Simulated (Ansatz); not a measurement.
# BSi2+ (triplet): the correlation ladder, def2-TZVPP

An exercise on one series of results from a longer session: the logs are not shown, and one member is left open.

Program: Ansatz 0.2.0, Gaussian basis. Level of theory: def2-TZVPP, core rule «outside noble gas», up to 11 orbitals frozen. These are calculated values, not measurements.

The runs, in order: UHF; ROHF; CCSD(T) on UHF.

2 further runs of the same task are left out: 2 set aside as unsound or not needed.

### The geometry

The geometry is a PBE0/def2-TZVP stationary point (not a proven minimum) of the parent state, kept for this charge and spin.

3 atoms, charge 1, spin multiplicity 3.

Atoms are counted from 1 here; the program's logs count them from 0.

Bond lengths: Si1–B2 1.872 Å, B2–Si3 1.872 Å. Angles: Si1–B2–Si3 180.0°.

Set-up of the first run:

File in.yaml:

```yaml
crystal:
  periodic: [false, false, false]
  atoms:
    - {symbol: Si, position_ang: [0.000000, 0.000000, 1.872200]}
    - {symbol: B, position_ang: [0.000000, 0.000000, 0.000000]}
    - {symbol: Si, position_ang: [0.000000, 0.000000, -1.872200]}
basis:
  gaussian: {orbitals: def2-TZVPP}
total_charge: 1
magnetization: {spin_polarized: true, initial_magnetization: 2}
hamiltonian: {xc: hf}
output: {orbitals: {seedname: orbitals}}
```

The run is started by

```sh
ansatz run in.yaml --threads 1 --pin off --events-out ev --progress --plain --max-ram 4096MiB --backend cpu
```

Steps of the session up to this table: UHF; ROHF; CCSD(T) on UHF.

One table of the session follows, with a row left open; its other results are not shown here.

| method | from UCCSD(T) (meV) |
| --- | --- |
| ROHF | +7235.7 |
| UHF | +7125.8 |
| UMP2 | +1528.7 |
| UCCSD | ? |
| UCCSD(T) | 0 |

**Question.** Estimate the row for UCCSD.

As computed: from UCCSD(T) (meV): +351.5. In the column «from UCCSD(T) (meV)» it lies between UCCSD(T) (0) and UMP2 (+1528.7).

Limits of these values: Warnings: spin contamination; coupled cluster took another determinant than the lowest.
